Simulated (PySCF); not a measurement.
C₃H₆.

```xyz
9

C     -0.1633     1.2269     0.0000
C      0.4541    -0.1314     0.0000
C     -0.2199    -1.2763     0.0000
H      0.1524     1.8017     0.8769
H      0.1524     1.8017    -0.8769
H     -1.2536     1.1701     0.0000
H      1.5429    -0.1629     0.0000
H     -1.3060    -1.2917     0.0000
H      0.2871    -2.2342     0.0000
```

Geometry optimised at r2SCAN-D4/def2-TZVP.

Computed with PySCF with PBE/pcSseg-1. Non-relativistic, no solvent.

Computed absolute GIAO shielding of each atom: isotropic value and principal components (ppm):
| atom | σ(iso) | σ11 | σ22 | σ33 | span |
|---|---|---|---|---|---|
| C1 | 157.8 | 144.3 | 147.2 | 181.8 | 37.5 |
| C2 | 39.2 | -79.3 | 40.2 | 156.8 | 236.1 |
| C3 | 60.5 | -47.9 | 80.8 | 148.6 | 196.5 |
| H4 | 29.5 | 26.3 | 27.5 | 34.8 | 8.6 |
| H5 | 29.5 | 26.3 | 27.5 | 34.8 | 8.6 |
| H6 | 29.8 | 27.0 | 28.9 | 33.5 | 6.5 |
| H7 | 25.3 | 24.1 | 24.1 | 27.8 | 3.7 |
| H8 | 26.1 | 23.0 | 26.1 | 29.2 | 6.2 |
| H9 | 26.2 | 23.4 | 25.6 | 29.6 | 6.2 |
